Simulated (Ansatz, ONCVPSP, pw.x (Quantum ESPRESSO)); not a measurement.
## Tl: one change to the ONCV potential, in the atom and in the bcc crystal

- Element: thallium
- Generator: ONCVPSP 4.0.1.1 (patched build)
- Type: optimised norm-conserving Vanderbilt (ONCV)
- Functional: LDA (Perdew-Wang 92)
- Relativity: scalar-relativistic
- Frozen core: [Xe] 4f14
- Valence charge: 13
- Reference configuration: 5d10 6s2 6p1
- Partial waves: 6s: rc 1.65 bohr, ncon 3, nbas 7, qcut 3.5 1/bohr, 2 projectors, debl 3.8 Ha; 6p: rc 2.90 bohr, ncon 4, nbas 7, qcut 2.8 1/bohr, 1 projector; 5d: rc 2.05 bohr, ncon 4, nbas 7, qcut 7.7 1/bohr, 2 projectors, debl 3 Ha
- Local potential: polynomial inside 1.45 bohr (lpopt 1, dvloc0 2 Ha)
- Core correction: polynomial model core, fcfact 0.3

Change: local potential polynomial inside 1.45 bohr (lpopt 1, dvloc0 7 Ha).

Cutoffs, loose and tight: the cutoffs (Ha) at which the residual kinetic energy of the hardest occupied pseudo-wave falls to 1 and 0.1 mHa per electron. They do not see the model core or the augmentation charge, which bear on the density cutoff. Test errors are all-electron minus pseudo excitation energies from the reference, over the configurations 5d10 6s2 6p0; 5d10 6s1 6p0; 5d10 6s0 6p0; 5d10 6s0 6p3; variants that change the core or the reference have their own tests.

Crystal test: bcc Tl in pw.x 7.5, no spin, 12³ k-points, Fermi–Dirac smearing 0.01 Ry, cutoffs set for each file from its atomic test. The reference is all-electron LAPW (Ansatz 0.2.0) with the same functional, mesh and smearing; V0 and B0 come from Birch–Murnaghan fits to the pressures at five volumes. Errors are pseudo minus all-electron; Δ is the rms difference of the E(V) curves that follow from these fits, minima aligned, over ±6 % about the mean V0. Mesh and smearing are coarse, so the numbers serve the comparison and aren't converged zero-temperature values; the lattice is a test structure that the element need not adopt.

All-electron: a0 = 3.795 Å (V0 = 27.32 Å³/atom), B0 = 42.4 GPa.

Question: Does the change bring the crystal closer to the all-electron result?

Answer: The mean pressure error goes from -0.62 to -0.45 GPa, so the change moves the solid closer to the all-electron pressures. At 80 % of its cutoff the pressure of the changed file moves by -0.50 GPa.

```tsv
quantity	base	changed
outcome (atom)	generated	generated
cutoff, loose (atom)	34 Ha	34 Ha
cutoff, tight (atom)	60 Ha	60 Ha
bound ghosts (atom)	none	none
largest test error (meV) (atom)	-27 over the solved tests; 1 of 4 tests not solved or not reliable	-28 over the solved tests; 1 of 4 tests not solved or not reliable
cutoffs in pw.x (Ry)	140/560	140/560
a0 (Å)	3.776	3.781
a0 error (%)	-0.50	-0.36
B0 error (%)	+3.2	+2.4
Δ (meV/atom)	3.8	2.8
mean pressure error (GPa)	-0.62	-0.45
```

Base: The generator flags a localised state at positive energy (p at 10 eV). Atomic configuration tests: 1 of 4 tests not solved or not reliable. Changed file: Atomic configuration tests: 1 of 4 tests not solved or not reliable.
